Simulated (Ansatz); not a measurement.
Method: frozen-core CCSD(T)/def2-TZVPP // PBE0-D4/def2-TZVP (Ansatz, a first-principles code).

Ansatz 0.2 input:
```yaml
crystal:
  periodic: [false, false, false]
  atoms:
    - { symbol: C, position_ang: [-0.000014, -0.000004, -0.00001] }
    - { symbol: H, position_ang: [1.068745, -0.155747, -0.002707] }
    - { symbol: H, position_ang: [-0.669269, -0.847706, 0.002288] }
    - { symbol: H, position_ang: [-0.399513, 1.003444, 0.00043] }
basis:
  gaussian: { orbitals: def2-TZVPP }
correlation:
  method: ccsd_t
magnetization:
  spin_polarized: true
  initial_magnetization: 1
```

Output:

```
Functional definition: HF
412 factors; integrals over basis functions are off by at most 1.0e-3 eV
mean field evaluation 1: about -1076.2665 eV, gradient 1.1e1 eV
mean field evaluation 2: about -1076.2675 eV, gradient 1.1e1 eV
mean field evaluation 4: about -1076.9782 eV, gradient 1.1e0 eV
mean field evaluation 8: about -1076.9903 eV, gradient 4.0e-4 eV
mean field evaluation 16: about -1076.9891 eV, gradient 1.3e-1 eV
mean field -1076.99029851 eV, -39.5786634600 hartree, gradient 1.5e-6 eV, S^2 0.761782; 0 other end points of the search recorded, 0 dependent functions left out
1 core orbitals not correlated
reference -1076.99029851 eV, -39.5786634600 hartree; 4, 3 occupied and 68, 69 virtual orbitals, 412 factors
second order -4.28924428 eV of doubles, -0.00000000 eV of singles
cycle   1  -4.70295994 eV  change   -4.1e-1 eV  update   3.9e-2
cycle   2  -4.84082004 eV  change   -1.4e-1 eV  update   1.4e-2
cycle   3  -4.85308712 eV  change   -1.2e-2 eV  update   4.6e-3
cycle   4  -4.85348085 eV  change   -3.9e-4 eV  update   1.7e-3
cycle   5  -4.85366699 eV  change   -1.9e-4 eV  update   5.4e-4
cycle   6  -4.85377461 eV  change   -1.1e-4 eV  update   1.4e-4
cycle   7  -4.85379026 eV  change   -1.6e-5 eV  update   4.0e-5
cycle   8  -4.85379129 eV  change   -1.0e-6 eV  update   1.1e-5
cycle   9  -4.85379041 eV  change    8.9e-7 eV  update   2.6e-6
perturbative correction -0.12742615 eV, -0.0046828247 hartree
Total energy: -1081.97151507 eV, -39.7617197920 hartree
```

Cost: around 2.3 core-seconds (rough).
